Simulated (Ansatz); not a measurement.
Ansatz (an electronic-structure program) input (B3LYP-D3(BJ)/def2-TZVP):

Ansatz 0.2 input:
```yaml
crystal:
  periodic: [false, false, false]
  atoms:
    - {symbol: O, position_ang: [0.09449043, 1.42451755, -0.06059503]}
    - {symbol: C, position_ang: [0.00851630, 0.10794514, 0.29999916]}
    - {symbol: H, position_ang: [0.01843893, 0.18276159, 1.41082792]}
    - {symbol: C, position_ang: [-1.32105273, -0.53455223, -0.10920181]}
    - {symbol: C, position_ang: [1.23758972, -0.70475548, -0.12059372]}
    - {symbol: H, position_ang: [-1.37542931, -0.60841548, -1.19698145]}
    - {symbol: H, position_ang: [1.27205819, -0.78452879, -1.20876892]}
    - {symbol: H, position_ang: [-2.15753038, 0.07068713, 0.23842102]}
    - {symbol: H, position_ang: [2.14991182, -0.21584789, 0.21924289]}
    - {symbol: H, position_ang: [-1.41178349, -1.53950514, 0.30620848]}
    - {symbol: H, position_ang: [1.19809106, -1.71311639, 0.29458848]}
basis:
  gaussian:
    orbitals: def2-TZVP
hamiltonian:
  xc: b3lyp
  dispersion: d3bj
magnetization: {spin_polarized: true, initial_magnetization: 1}
phonons: {temperatures: {t_min: 298.15, t_max: 298.15, t_step: 100}}
```

Output:

```
Functional definition: B3LYP
integrals: 0.07 GiB planned
999 factors; their error is unknown
mean field: 0.87 GiB planned
mean field evaluation 1: about -5263.3430 eV, gradient 4.6e1 eV
mean field evaluation 2: about -5259.4978 eV, gradient 5.2e1 eV
mean field evaluation 4: about -5272.7537 eV, gradient 2.4e0 eV
mean field evaluation 8: about -5272.7744 eV, gradient 1.0e-1 eV
mean field evaluation 16: about -5272.7539 eV, gradient 1.7e-4 eV
mean field evaluation 32: about -5272.7539 eV, gradient 2.2e-6 eV
mean field -5272.75387468 eV, -193.7701308934 hartree, gradient 2.2e-6 eV, S^2 0.753863; 1 other end points of the search recorded, 0 dependent functions left out
the calculation of the forces begins
reference -5272.75413685 eV, -193.7701405283 hartree; 17, 16 occupied and 149, 150 virtual orbitals, 999 factors
these checks for a lower state are left out or cut short: stability, starts, cluster_reference, orbital_swaps, neighbouring_geometries, increment
integrals: 0.07 GiB planned
999 factors; their error is unknown
mean field: 0.87 GiB planned
mean field -5272.75382458 eV, -193.7701290526 hartree, gradient 1.9e-6 eV, S^2 0.753854; 0 other end points of the search recorded, 0 dependent functions left out
the calculation of the forces begins
reference -5272.75408683 eV, -193.7701386898 hartree; 17, 16 occupied and 149, 150 virtual orbitals, 999 factors
these checks for a lower state are left out or cut short: stability, starts, cluster_reference, orbital_swaps, neighbouring_geometries, increment
integrals: 0.07 GiB planned
999 factors; their error is unknown
mean field: 0.87 GiB planned
mean field -5272.75373116 eV, -193.7701256193 hartree, gradient 1.7e-6 eV, S^2 0.753872; 0 other end points of the search recorded, 0 dependent functions left out
the calculation of the forces begins
reference -5272.75399327 eV, -193.7701352518 hartree; 17, 16 occupied and 149, 150 virtual orbitals, 999 factors
these checks for a lower state are left out or cut short: stability, starts, cluster_reference, orbital_swaps, neighbouring_geometries, increment
integrals: 0.07 GiB planned
999 factors; their error is unknown
mean field: 0.87 GiB planned
mean field -5272.75386112 eV, -193.7701303952 hartree, gradient 9.6e-7 eV, S^2 0.753866; 0 other end points of the search recorded, 0 dependent functions left out
the calculation of the forces begins
reference -5272.75412331 eV, -193.7701400305 hartree; 17, 16 occupied and 149, 150 virtual orbitals, 999 factors
these checks for a lower state are left out or cut short: stability, starts, cluster_reference, orbital_swaps, neighbouring_geometries, increment
integrals: 0.07 GiB planned
999 factors; their error is unknown
mean field: 0.87 GiB planned
mean field evaluation 64: about -5272.7539 eV, gradient 1.1e-4 eV
mean field -5272.75385933 eV, -193.7701303295 hartree, gradient 1.0e-6 eV, S^2 0.753861; 0 other end points of the search recorded, 0 dependent functions left out
the calculation of the forces begins
reference -5272.75412150 eV, -193.7701399640 hartree; 17, 16 occupied and 149, 150 virtual orbitals, 999 factors
these checks for a lower state are left out or cut short: stability, starts, cluster_reference, orbital_swaps, neighbouring_geometries, increment
integrals: 0.07 GiB planned
999 factors; their error is unknown
mean field: 0.87 GiB planned
mean field -5272.75374615 eV, -193.7701261701 hartree, gradient 1.7e-6 eV, S^2 0.753878; 0 other end points of the search recorded, 0 dependent functions left out
the calculation of the forces begins
reference -5272.75400837 eV, -193.7701358065 hartree; 17, 16 occupied and 149, 150 virtual orbitals, 999 factors
these checks for a lower state are left out or cut short: stability, starts, cluster_reference, orbital_swaps, neighbouring_geometries, increment
[...]
999 factors; their error is unknown
mean field: 0.87 GiB planned
mean field -5272.75375671 eV, -193.7701265583 hartree, gradient 1.8e-6 eV, S^2 0.753864; 0 other end points of the search recorded, 0 dependent functions left out
the calculation of the forces begins
reference -5272.75401885 eV, -193.7701361917 hartree; 17, 16 occupied and 149, 150 virtual orbitals, 999 factors
these checks for a lower state are left out or cut short: stability, starts, cluster_reference, orbital_swaps, neighbouring_geometries, increment
integrals: 0.07 GiB planned
999 factors; their error is unknown
mean field: 0.87 GiB planned
mean field evaluation 224: about -5272.7538 eV, gradient 5.5e-3 eV
mean field -5272.75378963 eV, -193.7701277678 hartree, gradient 1.8e-6 eV, S^2 0.753863; 0 other end points of the search recorded, 0 dependent functions left out
the calculation of the forces begins
reference -5272.75405184 eV, -193.7701374042 hartree; 17, 16 occupied and 149, 150 virtual orbitals, 999 factors
these checks for a lower state are left out or cut short: stability, starts, cluster_reference, orbital_swaps, neighbouring_geometries, increment
integrals: 0.07 GiB planned
999 factors; their error is unknown
mean field: 0.87 GiB planned
mean field -5272.75378221 eV, -193.7701274952 hartree, gradient 1.8e-6 eV, S^2 0.753863; 0 other end points of the search recorded, 0 dependent functions left out
the calculation of the forces begins
reference -5272.75404436 eV, -193.7701371292 hartree; 17, 16 occupied and 149, 150 virtual orbitals, 999 factors
these checks for a lower state are left out or cut short: stability, starts, cluster_reference, orbital_swaps, neighbouring_geometries, increment
integrals: 0.07 GiB planned
999 factors; their error is unknown
mean field: 0.87 GiB planned
mean field -5272.75383366 eV, -193.7701293861 hartree, gradient 1.8e-6 eV, S^2 0.753863; 0 other end points of the search recorded, 0 dependent functions left out
the calculation of the forces begins
reference -5272.75409586 eV, -193.7701390219 hartree; 17, 16 occupied and 149, 150 virtual orbitals, 999 factors
these checks for a lower state are left out or cut short: stability, starts, cluster_reference, orbital_swaps, neighbouring_geometries, increment
integrals: 0.07 GiB planned
999 factors; their error is unknown
mean field: 0.87 GiB planned
mean field -5272.75383238 eV, -193.7701293391 hartree, gradient 2.0e-6 eV, S^2 0.753863; 0 other end points of the search recorded, 0 dependent functions left out
the calculation of the forces begins
reference -5272.75409458 eV, -193.7701389746 hartree; 17, 16 occupied and 149, 150 virtual orbitals, 999 factors
these checks for a lower state are left out or cut short: stability, starts, cluster_reference, orbital_swaps, neighbouring_geometries, increment
integrals: 0.07 GiB planned
999 factors; their error is unknown
mean field: 0.87 GiB planned
mean field -5272.75383239 eV, -193.7701293394 hartree, gradient 1.9e-6 eV, S^2 0.753863; 0 other end points of the search recorded, 0 dependent functions left out
the calculation of the forces begins
reference -5272.75409455 eV, -193.7701389737 hartree; 17, 16 occupied and 149, 150 virtual orbitals, 999 factors
these checks for a lower state are left out or cut short: stability, starts, cluster_reference, orbital_swaps, neighbouring_geometries, increment
integrals: 0.07 GiB planned
999 factors; their error is unknown
mean field: 0.87 GiB planned
mean field evaluation 256: about -5272.7775 eV, gradient 3.2e-4 eV
mean field -5272.75385263 eV, -193.7701300831 hartree, gradient 1.8e-6 eV, S^2 0.753863; 0 other end points of the search recorded, 0 dependent functions left out
the calculation of the forces begins
reference -5272.75411480 eV, -193.7701397178 hartree; 17, 16 occupied and 149, 150 virtual orbitals, 999 factors
these checks for a lower state are left out or cut short: stability, starts, cluster_reference, orbital_swaps, neighbouring_geometries, increment
integrals: 0.07 GiB planned
999 factors; their error is unknown
mean field: 0.87 GiB planned
mean field -5272.75384941 eV, -193.7701299651 hartree, gradient 1.8e-6 eV, S^2 0.753863; 0 other end points of the search recorded, 0 dependent functions left out
the calculation of the forces begins
reference -5272.75411160 eV, -193.7701396001 hartree; 17, 16 occupied and 149, 150 virtual orbitals, 999 factors
these checks for a lower state are left out or cut short: stability, starts, cluster_reference, orbital_swaps, neighbouring_geometries, increment
integrals: 0.07 GiB planned
999 factors; their error is unknown
mean field: 0.87 GiB planned
mean field -5272.75383380 eV, -193.7701293913 hartree, gradient 2.1e-6 eV, S^2 0.753863; 0 other end points of the search recorded, 0 dependent functions left out
the calculation of the forces begins
reference -5272.75409596 eV, -193.7701390255 hartree; 17, 16 occupied and 149, 150 virtual orbitals, 999 factors
these checks for a lower state are left out or cut short: stability, starts, cluster_reference, orbital_swaps, neighbouring_geometries, increment
integrals: 0.07 GiB planned
999 factors; their error is unknown
mean field: 0.87 GiB planned
mean field -5272.75388540 eV, -193.7701312877 hartree, gradient 3.3e-6 eV, S^2 0.753864; 0 other end points of the search recorded, 0 dependent functions left out
the calculation of the forces begins
reference -5272.75414760 eV, -193.7701409232 hartree; 17, 16 occupied and 149, 150 virtual orbitals, 999 factors
these checks for a lower state are left out or cut short: stability, starts, cluster_reference, orbital_swaps, neighbouring_geometries, increment
integrals: 0.07 GiB planned
999 factors; their error is unknown
mean field: 0.87 GiB planned
mean field evaluation 288: about -5272.7538 eV, gradient 1.5e-6 eV
mean field -5272.75376917 eV, -193.7701270160 hartree, gradient 1.9e-6 eV, S^2 0.753863; 0 other end points of the search recorded, 0 dependent functions left out
the calculation of the forces begins
reference -5272.75403131 eV, -193.7701366496 hartree; 17, 16 occupied and 149, 150 virtual orbitals, 999 factors
these checks for a lower state are left out or cut short: stability, starts, cluster_reference, orbital_swaps, neighbouring_geometries, increment
integrals: 0.07 GiB planned
999 factors; their error is unknown
mean field: 0.87 GiB planned
mean field -5272.75380275 eV, -193.7701282501 hartree, gradient 1.8e-6 eV, S^2 0.753864; 0 other end points of the search recorded, 0 dependent functions left out
the calculation of the forces begins
reference -5272.75406496 eV, -193.7701378862 hartree; 17, 16 occupied and 149, 150 virtual orbitals, 999 factors
these checks for a lower state are left out or cut short: stability, starts, cluster_reference, orbital_swaps, neighbouring_geometries, increment
integrals: 0.07 GiB planned
999 factors; their error is unknown
mean field: 0.87 GiB planned
mean field -5272.75385070 eV, -193.7701300122 hartree, gradient 1.6e-6 eV, S^2 0.753863; 0 other end points of the search recorded, 0 dependent functions left out
the calculation of the forces begins
reference -5272.75411290 eV, -193.7701396479 hartree; 17, 16 occupied and 149, 150 virtual orbitals, 999 factors
these checks for a lower state are left out or cut short: stability, starts, cluster_reference, orbital_swaps, neighbouring_geometries, increment
integrals: 0.07 GiB planned
999 factors; their error is unknown
mean field: 0.87 GiB planned
mean field -5272.75384438 eV, -193.7701297801 hartree, gradient 1.6e-6 eV, S^2 0.753863; 0 other end points of the search recorded, 0 dependent functions left out
the calculation of the forces begins
reference -5272.75410654 eV, -193.7701394142 hartree; 17, 16 occupied and 149, 150 virtual orbitals, 999 factors
Total energy: -5273.05262077 eV, -193.7811096100 hartree
Atom 0 at     0.094490     1.424518    -0.060595 Å, force    -0.000051    -0.000727    -0.000532 eV/Å
Atom 1 at     0.008516     0.107945     0.299999 Å, force    -0.000071    -0.001120     0.000858 eV/Å
Atom 2 at     0.018439     0.182762     1.410828 Å, force     0.000021     0.000267     0.000839 eV/Å
Atom 3 at    -1.321053    -0.534552    -0.109202 Å, force    -0.001556     0.001003    -0.001055 eV/Å
Atom 4 at     1.237590    -0.704755    -0.120594 Å, force     0.001666     0.000788    -0.001069 eV/Å
Atom 5 at    -1.375429    -0.608415    -1.196981 Å, force     0.000114    -0.000224     0.000186 eV/Å
Atom 6 at     1.272058    -0.784529    -1.208769 Å, force    -0.000141    -0.000207     0.000187 eV/Å
Atom 7 at    -2.157530     0.070687     0.238421 Å, force     0.000374    -0.000046     0.000279 eV/Å
Atom 8 at     2.149912    -0.215848     0.219243 Å, force    -0.000374     0.000004     0.000282 eV/Å
Atom 9 at    -1.411783    -1.539505     0.306208 Å, force     0.000541     0.000095     0.000009 eV/Å
Atom 10 at     1.198091    -1.713116     0.294588 Å, force    -0.000524     0.000166     0.000014 eV/Å
Dipole moment:    -0.027325    -0.419596     0.131716 e Å
Vibrations: 191.29 234.86 359.64 393.21 451.75 806.87 885.63 915.31 978.05 1040.91 1062.71 1156.46 1200.30 1245.26 1386.40 1408.83 1479.25 1483.37 1493.92 1501.82 2824.08 3034.48 3041.36 3099.65 3106.08 3119.96 3121.38 cm⁻¹, zero-point energy 2.543091 eV
```

It need not be the lowest isomer of its formula.
